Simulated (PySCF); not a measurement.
**Computed NMR parameters against published values**

Atom-mapped SMILES (the numbers label the heavy atoms): `[CH3:1][C:2]([CH3:3])([CH3:4])[Cl:5]` (H(Xn): hydrogen on atom n).

All values are calculated (PySCF 2.14): shielding tensors at PBE0/pcSseg-1 (GIAO), PBE0-D3(BJ)/def2-SVP geometry. One computed conformer, isolated molecule, relativity neglected, equivalent nuclei averaged.

Reference values: measured (solution, not stated per compound (mostly CDCl3 or CCl4); Pretsch, Buehlmann, Badertscher, Structure Determination of Organic Compounds, 4th ed. (2009)).
| atoms | quantity | reference | computed | computed, scaled |
| --- | --- | --- | --- | --- |
| C2 | δ $^{13}$C | 66.7 | 70.0 | 67.3 |
| C1/C3/C4 | δ $^{13}$C | 34.6 | 35.9 | 34.2 |
| H(C1)/H(C3)/H(C4) | δ $^{1}$H | 1.60 | 1.53 | 1.67 |

Computed shifts are σ(ref) − σ with the named reference compound (TMS for H and C) calculated as an isolated molecule at the same level. The measured values may be among those fitted. Shieldings were converted by linear fits to measured shifts (mostly CDCl3, TMS scale, for H and C): $^{13}$C (scatter 2.0 ppm rms, 2.2 ppm with the 3 outliers that the fit left out); $^{1}$H (scatter 0.21 ppm rms). A few per cent of atoms miss by over 2 rms, more outside the fitted compound classes.

How far are the unscaled $^{13}$C shifts from the references?

## Answers

Mean signed difference +2.30 ppm, mean absolute 2.30 ppm over 2 comparisons; the largest is +3.3 ppm at C2 (fully substituted sp3 carbon bonded to Cl).

Carbons that carry Cl, above all several Cl atoms, come out too deshielded, partly because spin–orbit coupling is missing.
